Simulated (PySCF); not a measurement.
# Basis-set dependence of MgCl at CCSD

PySCF, UHF reference; doublet, unpaired electrons σ ↑; De to Mg + Cl without counterpoise correction. Frozen cores follow the default of each basis and core potential.

```csv
basis,relativity,functions,Re (Å),ωe (cm⁻¹),De (eV),frozen orbitals
pcseg-1,no relativity,28,2.286,414,2.54,6
def2-SVP,no relativity,36,2.234,477,2.92,6
"6-311G(d,p)",no relativity,52,2.225,464,2.86,6
x2c-TZVPPall,spin-free X2C,74,2.212,463,3.03,6
```

(1) How does each smaller set differ from the one with most functions, x2c-TZVPPall?

Correlated steps freeze 6 core orbitals. Correlated levels converge slowly with the basis: in double zeta they bind strong bonds too weakly, by up to about 1 eV, and carry superposition errors of some tenths. The state is the lowest determinant that a PBE0 search found; another state may lie lower at other levels.

## Answers

(1) pcseg-1: +7.4 pm, -10.6 % in ωe, -0.49 eV in De; def2-SVP: +2.2 pm, +3.0 % in ωe, -0.11 eV in De; 6-311G(d,p): +1.3 pm, +0.2 % in ωe, -0.17 eV in De. All at CCSD; the set with most functions is neither the basis-set limit nor always the best. The rows treat relativity differently, so the differences are not basis effects alone.
